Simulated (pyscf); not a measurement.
Optimised with ωB97X-D3(BJ)/def2-SVP in PySCF.

SMILES: C(CCCl)=C
```xyz
12

C     -0.6868    -0.8603     2.2756
C     -0.5089     0.1049     1.3725
C      0.0536    -0.1042    -0.0088
C     -0.9799     0.2229    -1.0818
Cl    -0.2950     0.0242    -2.7214
H     -1.1054    -0.6489     3.2643
H     -0.4124    -1.8996     2.0611
H     -0.7973     1.1339     1.6278
H      0.9334     0.5434    -0.1630
H      0.3901    -1.1454    -0.1344
H     -1.8516    -0.4420    -1.0064
H     -1.3289     1.2625    -0.9999
```
Charge 0, spin multiplicity 1.

**Question.** How much does it cost (ΔH, 298 K, ωB97M-D3(BJ)/def2-TZVP) to split `[CH2]=[CH][CH2][CH2][Cl]` at its C–Cl bond into •H₂C–CH₂–CH=CH₂ + Cl•?

**Answer.** C–Cl to •H₂C–CH₂–CH=CH₂ + Cl•: 85.0 kcal/mol. The 7 functionals that were run give +80.8 (r²SCAN) to +85.6 kcal/mol (ωB97X-D3(BJ)). The radicals are drawn with the spin at the cut bond; how far it spreads was not checked. •H₂C–CH₂–CH=CH₂ lies 18.1 kcal/mol over its isomer •H₂C–CH=CH–CH₃, and others may lie lower still (electronic energy, ωB97M-D3(BJ)). Left out: the spin-orbit lowering of Cl.
